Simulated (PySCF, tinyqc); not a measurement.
FCI on RHF in the sto-3g basis, for HF, spin multiplicity 1, step by step. The lowest restricted solution is unstable here: a spin-polarised one lies 0.0390 hartree lower (PySCF). One step of it, computed by the program tinyqc.

Question. FCI: roots. Diagonalise (each vector has its largest component positive (the first on a tie)); all determinants have Ms = 0, so triplets appear too. The lowest singlet root is the correlation energy.

Occupation strings over the orbitals (2 doubly, a alpha, b beta, 0 empty; spin orbitals ordered 1a 1b 2a 2b ...): 222220 2222ab 2a222b a2222b 2222ba 2b222a b2222a 222202 2a22b2 a222b2 222022 220222 2b22a2 202222 ab2222 b222a2 ba2222 022222

H - E(HF) between determinants (hartree), order 222220, 2222ab, 2a222b, a2222b, 2222ba, 2b222a, b2222a, 222202, 2a22b2, a222b2, 222022, 220222, 2b22a2, 202222, ab2222, b222a2, ba2222, 022222:
```
[[0.000000, 0.000000, 0.000000, 0.000000, 0.000000, 0.000000, 0.000000, 0.255959, -0.026089, 0.003778, 0.028001, 0.028001, 0.026089, 0.091349, -0.019665, -0.003778, 0.019665, 0.017787],
 [0.000000, 0.313536, -0.008838, -0.011518, -0.255959, -0.026089, 0.003778, 0.052524, 0.065901, 0.001160, 0.024401, 0.024401, -0.025934, 0.086099, -0.019907, -0.009297, 0.022221, 0.013435],
 [0.000000, -0.008838, 1.133936, 0.028280, -0.026089, -0.091349, -0.019665, -0.065901, -0.235766, 0.007359, 0.021403, 0.021403, 0.086099, 0.018828, 0.003214, 0.022221, -0.008516, 0.012382],
 [0.000000, -0.011518, 0.028280, 25.397802, 0.003778, -0.019665, -0.017787, -0.001160, 0.007359, -0.416818, 0.005177, 0.005177, 0.019907, -0.003214, -0.069266, 0.013435, 0.012382, -0.083932],
 [0.000000, -0.255959, -0.026089, 0.003778, 0.313536, -0.008838, -0.011518, -0.052524, -0.025934, -0.009297, -0.024401, -0.024401, 0.065901, -0.086099, 0.022221, 0.001160, -0.019907, -0.013435],
 [0.000000, -0.026089, -0.091349, -0.019665, -0.008838, 1.133936, 0.028280, 0.065901, 0.086099, 0.022221, -0.021403, -0.021403, -0.235766, -0.018828, -0.008516, 0.007359, 0.003214, -0.012382],
 [0.000000, 0.003778, -0.019665, -0.017787, -0.011518, 0.028280, 25.397802, 0.001160, 0.019907, 0.013435, -0.005177, -0.005177, 0.007359, 0.003214, 0.012382, -0.416818, -0.069266, 0.083932],
 [0.255959, 0.052524, -0.065901, -0.001160, -0.052524, 0.065901, 0.001160, 0.659946, 0.049682, 0.020401, 0.031645, 0.031645, -0.049682, 0.122239, -0.020429, -0.020401, 0.020429, 0.015857],
 [-0.026089, 0.065901, -0.235766, 0.007359, -0.025934, 0.086099, 0.019907, 0.049682, 1.508830, 0.028893, 0.020699, 0.020699, -0.122239, 0.087657, 0.003557, -0.020429, 0.015044, 0.011046],
 [0.003778, 0.001160, 0.007359, -0.416818, -0.009297, 0.022221, 0.013435, 0.020401, 0.028893, 25.764003, 0.005054, 0.005054, -0.020429, -0.003557, -0.139557, -0.015857, 0.011046, -0.053292],
 [0.028001, 0.024401, 0.021403, 0.005177, -0.024401, -0.021403, -0.005177, 0.031645, 0.020699, 0.005054, 0.725524, 0.053770, -0.020699, 0.191954, -0.040406, -0.005054, 0.040406, 0.029517],
 [0.028001, 0.024401, 0.021403, 0.005177, -0.024401, -0.021403, -0.005177, 0.031645, 0.020699, 0.005054, 0.053770, 0.725524, -0.020699, 0.191954, -0.040406, -0.005054, 0.040406, 0.029517],
 [0.026089, -0.025934, 0.086099, 0.019907, 0.065901, -0.235766, 0.007359, -0.049682, -0.122239, -0.020429, -0.020699, -0.020699, 1.508830, -0.087657, 0.015044, 0.028893, 0.003557, -0.011046],
 [0.091349, 0.086099, 0.018828, -0.003214, -0.086099, -0.018828, 0.003214, 0.122239, 0.087657, -0.003557, 0.191954, 0.191954, -0.087657, 2.561370, -0.013373, 0.003557, 0.013373, 0.081572],
 [-0.019665, -0.019907, 0.003214, -0.069266, 0.022221, -0.008516, 0.012382, -0.020429, 0.003557, -0.139557, -0.040406, -0.040406, 0.015044, -0.013373, 26.995055, 0.011046, -0.081572, 0.490130],
 [-0.003778, -0.009297, 0.022221, 0.013435, 0.001160, 0.007359, -0.416818, -0.020401, -0.020429, -0.015857, -0.005054, -0.005054, 0.028893, 0.003557, 0.011046, 25.764003, -0.139557, 0.053292],
 [0.019665, 0.022221, -0.008516, 0.012382, -0.019907, 0.003214, -0.069266, 0.020429, 0.015044, 0.011046, 0.040406, 0.040406, 0.003557, 0.013373, -0.081572, -0.139557, 26.995055, -0.490130],
 [0.017787, 0.013435, 0.012382, -0.083932, -0.013435, -0.012382, 0.083932, 0.015857, 0.011046, -0.053292, 0.029517, 0.029517, -0.011046, 0.081572, 0.490130, 0.053292, -0.490130, 55.185746]]
```

Give: lowest roots of this matrix, relative to E(HF); lowest vectors; <S^2> of these roots; weight of the ground state by excitation level 0, 1, 2, ....

Answer.

lowest roots of this matrix, relative to E(HF) (hartree): [-0.0922, 0.0554, 0.5321, 0.6718, 0.6919, 0.7821, 0.9869, 1.0619]

lowest vectors, order 222220, 2222ab, 2a222b, a2222b, 2222ba, 2b222a, b2222a, 222202, 2a22b2, a222b2, 222022, 220222, 2b22a2, 202222, ab2222, b222a2, ba2222, 022222:
```
[[0.9438, 0.0000, -0.1304, 0.0000],
 [0.0267, 0.7065, 0.6670, 0.0000],
 [-0.0106, 0.0221, -0.0682, 0.0000],
 [0.0000, 0.0002, 0.0005, 0.0000],
 [-0.0267, 0.7065, -0.6670, 0.0000],
 [0.0106, 0.0221, 0.0682, 0.0000],
 [0.0000, 0.0002, -0.0005, 0.0000],
 [-0.3253, 0.0000, -0.2671, 0.0000],
 [0.0216, -0.0187, -0.0635, 0.0000],
 [0.0001, 0.0002, 0.0001, 0.0000],
 [-0.0165, 0.0000, -0.0451, 0.7071],
 [-0.0165, 0.0000, -0.0451, -0.7071],
 [-0.0216, -0.0187, 0.0635, 0.0000],
 [-0.0181, 0.0000, -0.0194, 0.0000],
 [0.0004, 0.0000, 0.0006, 0.0000],
 [-0.0001, 0.0002, -0.0001, 0.0000],
 [-0.0004, 0.0000, -0.0006, 0.0000],
 [-0.0002, 0.0000, -0.0001, 0.0000]]
```

<S^2> of these roots: [0.0000, 2.0000, 0.0000, 0.0000, 0.0000, 0.0000, 2.0000, 0.0000]

weight of the ground state by excitation level 0, 1, 2, ...: [0.8907, 0.0016, 0.1076]

The reference has a weight of only 0.89: one determinant is a poor start here.
